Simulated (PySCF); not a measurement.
Atom-mapped SMILES (the numbers label the heavy atoms): `[N:1]#[C:2][CH2:3][CH2:4][C:5]#[N:6]`. Hydrogens are named by the atom that carries them.

PySCF 2.14.0 with density-fitted response routines calculation with geometry from PBE0-D3(BJ)/def2-TZVP and NMR shieldings at B97-2/pcSseg-2/GIAO; rapidly exchanging positions averaged, relativity neglected, one conformer, no solvent.

Shifts are taken against calculated references (same method and geometry level): TMS for ¹³C (σref 185.38), ¹H (σref 31.64); ¹⁵N (σref 261.75) against NH3.

| atoms | nucleus | count | δ (ppm) |
| --- | --- | --- | --- |
| N1/N6 | ¹⁵N | 2 | 296.1 |
| H(C3)/H(C4) | ¹H | 4 | ? |
| C3/C4 | ¹³C | 2 | 17.5 |
| C2/C5 | ¹³C | 2 | ? |

**Question.** Estimate the values marked ?.

**Answer.** 
- C2/C5: 122.2 ppm, nitrile carbon; this is the usual window of a C≡N carbon, which has no attached hydrogen
- H(C3)/H(C4): 2.48 ppm, hydrogen on an sp3 CH2 α to a nitrile

Shifts are as computed. Against solution values, carbons near 30 ppm lie about +3 ppm off and those near 130 ppm about +7 ppm. Of 1211 compounds with measured shifts, 218 miss one by over three times the rms of a fit or turn the order of signals round; such compounds aren't used in these exercises. Experimental scales use liquid or dissolved standards, which lie at an offset from isolated NH3 (liquid NH3: subtract about 20 ppm). Unscaled 15N shifts of sp2 nitrogen come out 20 to 40 ppm too high even then.
